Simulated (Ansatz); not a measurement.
C$_{2}$H$_{3}$FS$_{2}$ (`FC1SCS1`), relaxed with RKS PBE0-D4/def2-TZVP in Ansatz 0.2.0 from a PBE-D4/def2-SVP geometry. The force threshold is 0.005 eV/Å; the program also tests the step.

Charge 0, multiplicity 1.

Start:

```xyz
8

F    -0.090    1.249    1.874
C     0.067    0.061    1.210
S    -1.321   -0.342    0.068
C    -0.061   -0.111   -1.253
S     1.359    0.106   -0.102
H     0.247   -0.725    1.974
H     0.050   -1.014   -1.884
H    -0.250    0.778   -1.888
```

Q: By how much does the energy fall, and how many steps does the optimiser take? (Estimate.)

A: Ansatz gave: 0.06 eV, in 6 steps.

Q: Which bonds change most? (Estimate.)

A: The calculation gave: C2–S3 from 1.842 to 1.806 Å; C2–S5 from 1.842 to 1.806 Å; S3–C4 from 1.840 to 1.814 Å; C4–S5 from 1.840 to 1.814 Å.

Q: Give the relaxed structure. (Best estimate.)

A: The calculation gave: 
```xyz
8

F    -0.091    1.241    1.845
C     0.068    0.048    1.193
S    -1.290   -0.344    0.068
C    -0.061   -0.109   -1.244
S     1.330    0.094   -0.098
H     0.243   -0.707    1.960
H     0.048   -0.995   -1.867
H    -0.247    0.772   -1.857
```
